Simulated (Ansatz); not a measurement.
The pair A = CH5N (SMILES CN) (first 7 atoms), B = CH4O (SMILES CO); geometry from S66by8 set.
(charge 0, multiplicity 1):
```xyz
13

N     -1.6833    -0.4200    -0.5792
H     -0.6929    -0.6322    -0.6072
H     -2.1583    -1.3095    -0.5023
C     -1.9656     0.3818     0.6091
H     -3.0315     0.5961     0.6589
H     -1.6706    -0.0719     1.5610
H     -1.4528     1.3382     0.5246
O      1.5572    -0.4177    -0.5055
H      1.8392    -0.0477    -1.3454
C      1.9431     0.4939     0.5139
H      1.6199     0.0643     1.4570
H      3.0242     0.6330     0.5530
H      1.4646     1.4675     0.3988
```

Frozen-core correlation. MP2 and its Hartree–Fock in aug-cc-pVTZ are density fitted.

The values were computed with Ansatz (Gaussian basis) for Hartree–Fock, density functionals and correlated methods. 

The counterpoise-corrected interaction energy is E(AB) − E(A in the pair's basis) − E(B in the pair's basis). Total energies (hartree):

| level | AB | A in the pair's basis | B in the pair's basis |
|---|---|---|---|
| HF/aug-cc-pVDZ | -210.2943878 | -95.2308129 | -115.0617936 |
| MP2/aug-cc-pVDZ | -211.0005106 | -95.5738021 | -115.4224577 |
| HF/aug-cc-pVTZ | -210.3492930 | -95.2554114 | -115.0921614 |
| MP2/aug-cc-pVTZ | -211.2012386 | -95.6672910 | -115.5293698 |
| CCSD(T)/aug-cc-pVDZ | -211.0742954 | -95.6138262 | -115.4562057 |

Q: Work out the counterpoise-corrected interaction energy at the basis-set limit: extrapolate the MP2 correlation part as X⁻³, take Hartree–Fock from the larger set, and add the CCSD(T) − MP2 difference of aug-cc-pVDZ.

A: 
1. Differences (1 hartree = 627.509 kcal/mol): HF/aug-cc-pVDZ -1.118; MP2/aug-cc-pVDZ -2.667; HF/aug-cc-pVTZ -1.079; MP2/aug-cc-pVTZ -2.873; CCSD(T)/aug-cc-pVDZ -2.675.
2. Correlation parts, MP2 less HF: -1.550 in aug-cc-pVDZ (X = 2), -1.793 in aug-cc-pVTZ (X = 3).
3. Limit (3³·(-1.793) − 2³·(-1.550))/(3³ − 2³) = -1.896; with HF/aug-cc-pVTZ it gives -2.975.
4. CCSD(T) less MP2 in aug-cc-pVDZ: -0.008.
Result: -2.98 kcal/mol, against -2.67 at MP2/aug-cc-pVDZ. It is an estimate of this method's limit, not of the exact value.

Ansatz is a program for electronic structure.
